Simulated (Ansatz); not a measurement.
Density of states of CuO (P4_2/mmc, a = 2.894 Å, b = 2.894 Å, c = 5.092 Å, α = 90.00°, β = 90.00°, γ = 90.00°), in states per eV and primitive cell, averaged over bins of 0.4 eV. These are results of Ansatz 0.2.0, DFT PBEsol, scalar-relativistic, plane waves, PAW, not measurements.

Settings: cutoff 420 eV, Γ-centred mesh 16×16×8 on the computed 4-atom cell, Gaussian smearing of 0.10 eV; no spin polarisation.

The cell is relaxed at this level. The states (both spins) are summed by tetrahedra on a 24×24×12 mesh at the self-consistent density. Energies are bin centres; the table starts no lower than −8 eV and ends at 6 eV, or lower where the solved bands end.

It is a metal at this level.

```
E − E_F (eV) total Cu 3d O 2p Cu 4s O 2s
       -7.85   0.53   0.11  0.36   0.05  0.00
       -7.45   1.47   0.27  1.03   0.16  0.01
       -7.05   3.06   0.69  2.03   0.29  0.02
       -6.65   2.79   0.66  1.85   0.23  0.02
       -6.25   3.05   0.81  2.04   0.13  0.03
       -5.85   6.74   2.59  4.00   0.07  0.02
       -5.45   3.06   1.03  1.93   0.05  0.02
       -5.05   1.93   0.52  1.32   0.05  0.02
       -4.65   2.55   0.68  1.76   0.04  0.03
       -4.25   2.67   0.86  1.72   0.03  0.03
       -3.85   1.46   0.53  0.90   0.01  0.01
       -3.45   2.92   2.41  0.32   0.17  0.01
       -3.05   4.43   4.16  0.13   0.12  0.01
       -2.65  13.52  13.02  0.37   0.06  0.05
       -2.25  10.66   8.76  1.51   0.27  0.04
       -1.85   7.11   5.23  1.55   0.24  0.02
       -1.45   1.89   1.42  0.35   0.08  0.02
       -1.05   0.57   0.39  0.13   0.01  0.04
       -0.65   1.81   1.09  0.54   0.03  0.11
       -0.25   2.19   1.20  0.82   0.03  0.10
        0.15   2.18   1.09  0.99   0.02  0.05
        0.55   2.75   1.27  1.43   0.01  0.02
        0.95   0.33   0.14  0.18   0.00  0.00
        1.35   0.01   0.00  0.00   0.00  0.00
        1.75   0.06   0.01  0.00   0.03  0.02
        2.15   0.15   0.01  0.01   0.05  0.03
        2.55   0.25   0.02  0.03   0.08  0.04
        2.95   0.37   0.03  0.05   0.12  0.05
        3.35   0.56   0.04  0.08   0.18  0.06
        3.75   1.39   0.05  0.16   0.36  0.08
        4.15   1.89   0.07  0.25   0.52  0.08
        4.55   0.80   0.04  0.14   0.32  0.03
        4.95   1.26   0.05  0.21   0.60  0.03
        5.35   2.21   0.07  0.35   1.12  0.03
        5.75   0.79   0.03  0.13   0.41  0.01
```

The columns after the total are the Löwdin projections on the occupied valence shells of the potentials. The rest of the total lies in shells that are empty in the free atom, which aren't projected, and between the atoms.

Spin polarisation was left out, and a magnetic state may lie lower.

A ferromagnetic start lost its moments in a first run, so spin was left out; other magnetic orders weren't tried.

This form isn't the usual stable structure of the compound.